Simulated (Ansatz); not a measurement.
ClHSi, SMILES [SiH]Cl, an active-space calculation

With Ansatz 0.2.0, Python API.

Notebook, run cell by cell (the value of a cell's last expression is shown):

In [1]:
```python
import warnings

import ansatz as az

SETTINGS = {
    'basis': '6-31G*',
}
```

In [2]:
```python
GEOMETRY = '''
Si   -0.44760    0.43080   -0.20660
Cl    1.30000    0.43450    0.76140
H    -0.86340   -0.93010   -0.56810
'''
```

In [3]:
```python
warnings.simplefilter('ignore', az.DeckWarning)
```

In [4]:
```python
system = az.Crystal.molecule()
for line in GEOMETRY.strip().splitlines():
    symbol, *xyz = line.split()
    system = system.atom(symbol, [float(v) for v in xyz])
```

In [5]:
```python
setup = (
    system.calculation()
    .basis(gaussian=SETTINGS['basis'])
    .accuracy('high')  # preset for grids and thresholds
    .scf(lower_state_search='off')
    .correlation(active_electrons=4, active_orbitals=5)  # correlation on top of the mean field
)
for method in [None, 'sc_nevpt2']:
    report = (setup if method is None else setup.correlation(method)).run(threads=1, pin='off').report
    space = report['configurations']
    state = space['states'][0]
    print(method or 'casscf', f'total {report["free_energy_ev"] / 27.211386246:.6f} Ha, active-space state {state["energy"]["hartree"]:.6f} Ha, mean field {report["reference_energy_ev"] / 27.211386246:.6f} Ha')
    print('  determinants', state['n_determinants'], ' natural occupations', [round(n, 3) for n in space['natural_occupations']])
print('effectively unpaired electrons, sum of min(n, 2 - n):', round(sum(min(n, 2 - n) for n in space['natural_occupations']), 3))
```
```text
casscf total -749.000154 Ha, active-space state -749.000154 Ha, mean field -748.959126 Ha
  determinants 100  natural occupations [1.982, 1.907, 0.072, 0.027, 0.012]
sc_nevpt2 total -749.159626 Ha, active-space state -749.000107 Ha, mean field -748.959126 Ha
  determinants 52  natural occupations [1.982, 1.906, 0.072, 0.027, 0.012]
effectively unpaired electrons, sum of min(n, 2 - n): 0.223
```

What to keep in mind:
- The settings weren't tested for convergence.
- The geometry is a force-field or estimated start, not a minimum of this method, and the basis set is short of its limit. The active space starts as a window about the frontier orbitals and is then optimised, not chosen by chemistry.
- It ran for 1.7 s on 1 thread of Arm Neoverse V2, on a shared host, peak memory 0.16 GiB.

(Lines on the test bed's own set-up are left out of the output.)
